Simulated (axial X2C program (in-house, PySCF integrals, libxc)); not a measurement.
Low determinants of BS⁺ at the PBE0 level, 2c

Computed with an in-house relativistic program for diatomic molecules. Two-component (2c) means X2C with spin–orbit coupling and atomic mean-field two-electron Coulomb and Gaunt terms. Basis: S dyall-av3z [9s8p3d2f], B dyall-v3z [7s6p2d1f] (cores contracted in-house); Gaussian nuclei, density fitting, unrestricted open shells. Masses: S 31.972 u, B 11.009 u.

Search at 1.720 Å (vertical energies from the lowest determinant):

```tsv
ΔE (eV)	state	electrons beyond evenly filled partner blocks	electrons in ±ω = 1/2, 3/2, 5/2, 7/2
0.00	Ω = 2	ω = 1/2, ω = 3/2	17 3 0 0
0.09	Ω = 1	ω = -1/2, ω = 3/2	17 3 0 0
0.13	Ω = 1	2 × ω = 1/2	16 4 0 0
0.67	Ω = 0	none	16 4 0 0
3.87	Ω = 3	2 × ω = 3/2	16 4 0 0
4.12	Ω = 0	none	18 2 0 0
5.44	Ω = 4	2 × ω = 1/2, 2 × ω = 3/2	16 4 0 0
```

Lowest determinant, Ω = 2 (⟨Sz⟩ = 1.00, ⟨Lz⟩ = 1.00 at PBE0): Re = 1.706 Å, ωe = 982.3 cm⁻¹.

The determinant in row 2 of the search, Ω = 1 (⟨Sz⟩ = 0.00, ⟨Lz⟩ = 1.00 at PBE0), was followed along the bond at PBE0; measured from the minimum of the lowest determinant it gives:

Te = 0.095 eV (770 cm⁻¹), Re = 1.710 Å, ωe = 980.7 cm⁻¹.

Question: Compare the bond of the determinant in row 2 with that of the lowest one.

Answer: At PBE0 its Re is 0.004 Å longer and its force constant, which goes as ωe², is 1.00 times that of the lowest determinant. This determinant mixes spin states, so it has no term energy of its own.

The search compares states at one distance, so a state with another bond length can lie lower; it is not exhaustive and yields mostly the lowest determinant of each block pattern, so other components and higher states of one pattern are missing. These are energies of single determinants, not of spin-adapted states; PBE0 term energies can be off by some tenths of an eV, and the functional has no current term. Open-shell Ω = 0 determinants with evenly filled partner blocks cannot be reached by this program, so the Ω shown need not be the lowest component. The lowest determinant need not be the ground state where others lie within half an eV.
